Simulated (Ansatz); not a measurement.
Cost and result for the atomization energy of C4H5NO (`C#CNC(C)=O`) (11 atoms, 10 bonds).

```xyz
11

C     1.510   -1.386    2.147
C     0.741   -0.812    1.429
N    -0.126   -0.169    0.633
C     0.131    0.118   -0.701
C    -0.960    0.901   -1.380
O     1.151   -0.216   -1.243
H     2.196   -1.897    2.778
H    -0.999    0.134    1.033
H    -0.681    1.957   -1.384
H    -1.932    0.800   -0.895
H    -1.032    0.571   -2.415
```

Charge 0, multiplicity 1. The structure was optimised at the PBE0-D4/def2-TZVP level. Program: Ansatz. All runs use 4 threads of an Arm Neoverse V1 on a shared host. Times are those of one run each, without the atoms' runs, and a repeat can differ threefold. Electronic energies, without spin–orbit coupling; frozen cores. CCSD(T)/CBS adds CCSD(T) − MP2 in def2-TZVPP to the MP2 limit, and its time is that of the two runs behind it. T1 = 0.015. B3LYP takes the VWN-RPA correlation (the form of Gaussian; ORCA's B3LYP/G).

CCSD(T)/CBS is a level of theory with its own doubt, some kJ/mol a heavy atom from the limit and from the frozen cores, so smaller differences don't rank the functionals.

| level | functions | wall time |
| --- | --- | --- |
| PBE-D4/def2-TZVPP (with forces) | 256 | 2.6 s |
| PBE0-D4/def2-TZVPP | 256 | 2.6 s |
| r2SCAN-D4/def2-TZVPP (with forces) | 256 | 4.3 s |
| B3LYP-D4/def2-TZVPP (with forces) | 256 | 4.3 s |
| B2PLYP/def2-TZVPP | 256 | 6 s |
| ωB97X-V/def2-TZVPP | 256 | 7 s |
| ωB97M-V/def2-TZVPP (with forces) | 256 | 11 s |
| MP2/def2-QZVPP | 492 | 24 s |
| CCSD(T)/def2-TZVPP | 256 | 3.4 min |
| CCSD(T)/CBS(def2) | – | 3.8 min |

Problem. What atomization energy does each give, and how far from CCSD(T)/CBS? (Best estimate.)

Solution. Ansatz gave: 
```tsv
level	atomization (kJ/mol)	difference from CCSD(T)/CBS	per bond
PBE-D4/def2-TZVPP (with forces)	4989.2	221.7	22.2
PBE0-D4/def2-TZVPP	4838.7	71.2	7.1
r2SCAN-D4/def2-TZVPP (with forces)	4803.4	35.9	3.6
B3LYP-D4/def2-TZVPP (with forces)	4801.4	33.9	3.4
B2PLYP/def2-TZVPP	4754.4	-13.1	-1.3
ωB97X-V/def2-TZVPP	4788.5	21.0	2.1
ωB97M-V/def2-TZVPP (with forces)	4802.9	35.4	3.5
MP2/def2-QZVPP	4854.8	87.3	8.7
CCSD(T)/def2-TZVPP	4631.7	-135.8	-13.6
CCSD(T)/CBS(def2)	4767.5	0.0	0.0
```

In def2-TZVPP, CCSD(T) changes the Hartree–Fock value by +1320.1 kJ/mol (the triples alone add +98.8 kJ/mol) and MP2 by +1463.0 kJ/mol; breaking electron pairs costs correlation energy, which Hartree–Fock lacks. The D4 term adds +32.0 kJ/mol with B3LYP and +16.8 kJ/mol with PBE0; it sums over pairs of atoms, weighted by their polarisabilities, and B3LYP, whose exchange is more repulsive, gets the larger term. From PBE to PBE0 (25 % exact exchange), in def2-TZVPP and without D4, the atomization energy moves by −147.2 kJ/mol: exact exchange takes away binding that semilocal exchange gives to molecules.
